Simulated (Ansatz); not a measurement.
The input, for Ansatz 0.2.0:

```yaml
crystal:
  periodic: [false, false, false]
  atoms:
    - {symbol: Ge, position_ang: [-0.596433, 0.010113, 0.000000]}
    - {symbol: H, position_ang: [-1.107884, 1.456713, 0.000001]}
    - {symbol: H, position_ang: [-1.107883, -0.713187, 1.252791]}
    - {symbol: H, position_ang: [-1.107883, -0.713186, -1.252792]}
    - {symbol: H, position_ang: [1.449567, 0.010113, 0.000000]}
    - {symbol: O, position_ang: [2.643567, 0.010113, 0.000000]}
    - {symbol: H, position_ang: [2.895425, -0.929837, -0.000001]}
basis:
  gaussian: {orbitals: cc-pVDZ}
magnetization: {spin_polarized: true, initial_magnetization: 1}
hamiltonian: {xc: {name: PBE}}
correlation: {method: rpa, electrons: outside_noble_gas}
```

```sh
$ ansatz run in.yaml --threads 1 --pin off --events-out ev --progress --plain --max-ram 4096MiB --backend cpu
```

Log:

```
672 factors; integrals over basis functions are off by at most 1.6e-3 eV
mean field evaluation 1: about -58627.3527 eV, gradient 3.7e1 eV
mean field evaluation 2: about -58627.3504 eV, gradient 3.7e1 eV
mean field evaluation 4: about -58631.4582 eV, gradient 1.1e1 eV
mean field evaluation 8: about -58632.5323 eV, gradient 2.9e-1 eV
mean field evaluation 16: about -58632.5329 eV, gradient 3.3e-5 eV
mean field evaluation 32: about -58631.4310 eV, gradient 3.8e0 eV
mean field evaluation 64: about -58518.8239 eV, gradient 8.3e1 eV
mean field -58632.53289376 eV, -2154.7058412874 hartree, gradient 3.3e-6 eV, S^2 0.752137; 3 other end points of the search recorded, 0 dependent functions left out
15 core orbitals not correlated: weight in the atoms' cores, before any rotation towards them, 0.998 or more for the frozen orbitals, at most 0.001 for the correlated occupied ones
reference -58585.57680529 eV, -2152.9802368640 hartree; 8, 7 occupied and 43, 44 virtual orbitals, 672 factors
Total energy: -58600.18075334 eV, -2153.5169220562 hartree
```

Ran on 1 thread of AMD EPYC 7R13, shared host: 5.5 s wall, 0.23 GiB peak host memory.
